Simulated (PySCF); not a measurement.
A PySCF script (with the pyscf-properties extension) for the NMR shieldings of cis-2,trans-4-hexadiene (C/C=C\C=C\C, C₆H₁₀), on a PBE0-D3(BJ)/def2-TZVP geometry:

```python
import basis_set_exchange as bse
import numpy as np
from pyscf import gto, dft
from pyscf.prop import nmr

atoms = """
C    -2.509821   -0.866906    0.349584
C    -2.035894    0.525642    0.116212
C    -0.772822    0.934670   -0.046157
C     0.414596    0.108383   -0.024587
C     1.650340    0.585039   -0.194283
C     2.891002   -0.234351   -0.175297
H    -3.133327   -1.208536   -0.483642
H    -3.135644   -0.917501    1.245999
H    -1.693903   -1.578920    0.469533
H    -2.814517    1.282829    0.069918
H    -0.601004    1.995854   -0.212063
H     0.291370   -0.959828    0.136311
H     1.773783    1.654611   -0.359238
H     3.558207    0.077460    0.635484
H     2.667928   -1.294688   -0.042273
H     3.457389   -0.117412   -1.104933
"""
names = dict.fromkeys(["C", "H"], "pcSseg-2")
basis = {el: gto.basis.parse(bse.get_basis(n, elements=[el], fmt="nwchem")) for el, n in names.items()}
mol = gto.M(atom=atoms, basis=basis, charge=0, verbose=0)
mf = dft.RKS(mol, xc="PBE0")
mf.grids.level = 2
mf.grids.alignment = dft.numint.BLKSIZE   # the property module wants whole blocks of grid points
mf.conv_tol = 1e-9
mf.kernel()

calc = nmr.RKS(mf)   # GIAO
C = mf.mo_coeff
Co = C[:, mf.mo_occ > 0]
resp = mf.gen_response(singlet=True, hermi=2)
def vind(x):   # induced exchange potential for any number of trial vectors
    d = np.einsum("pi,xij,qj->xpq", C, 2 * x.reshape(-1, C.shape[1], Co.shape[1]), Co, optimize=True)
    return np.einsum("xpq,pi,qj->xij", resp(d - d.transpose(0, 2, 1)), C, Co, optimize=True).ravel()
mo1, _ = nmr.rhf.solve_mo1(calc, with_cphf=vind)
sigma = calc.kernel(mo1)
for i, s in enumerate(sigma):   # ppm
    print("%2d %-2s %9.2f" % (i, mol.atom_pure_symbol(i), np.trace(s) / 3))
```

**Question.** Give the expected output.

**Answer.** 
```
 0 C     169.83
 1 C      50.12
 2 C      45.14
 3 C      48.37
 4 C      44.25
 5 C     163.78
 6 H      29.88
 7 H      29.90
 8 H      29.17
 9 H      25.87
10 H      25.15
11 H      24.62
12 H      25.49
13 H      29.57
14 H      29.69
15 H      29.59
```

These numbers come from an equivalent density-fitted implementation of the same equations, which agrees with the script to about 0.01 ppm for H and up to a few tenths of a ppm for heavy atoms, so last digits may differ.

**Question.** Turn these shieldings into chemical shifts. Scale: ¹³C (σref 186.03) and ¹H (σref 31.52) vs TMS (reference shieldings calculated alike).

**Answer.** Averaging equivalent atoms: C 4: 141.8; C 2: 140.9; C 3: 137.7; C 1: 135.9; C 5: 22.3; C 0: 16.2; H 11: 6.91; H 10: 6.37; H 12: 6.04; H 9: 5.65; H 13/14/15: 1.91; H 6/7/8: 1.88 ppm. 

Size and cost of the density-fitted run: 356 basis functions, 53 s wall time on 1 thread of an Arm Neoverse V1, shared host; peak memory 1.6 GiB.
